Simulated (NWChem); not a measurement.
Molecule: nitrogen trifluoride (NF₃); SMILES FN(F)F

Results from NWChem. Pople sets run with spherical d functions. The geometry was optimised at B3LYP/6-31G* (spherical d). Level M06-L/6-31G*: energy and gradient on several grids; changes count from the extra-fine grid, which is no exact limit either.

Question: Which is the coarsest grid (coarse; xfine; fine; xcoarse; medium) from which on the energy stays within 500 μHa and each gradient component within 500 μHa/bohr of xfine?

Answer: medium.
| grid | size of the energy change (μHa) | largest change of a gradient component (μHa/bohr) |
|---|---|---|
| xcoarse | 5000 | 4000 |
| coarse | 1000 | < 30 |
| medium | 50 | 100 |
| fine | < 10 | 60 |
| xfine | < 10 | < 30 |
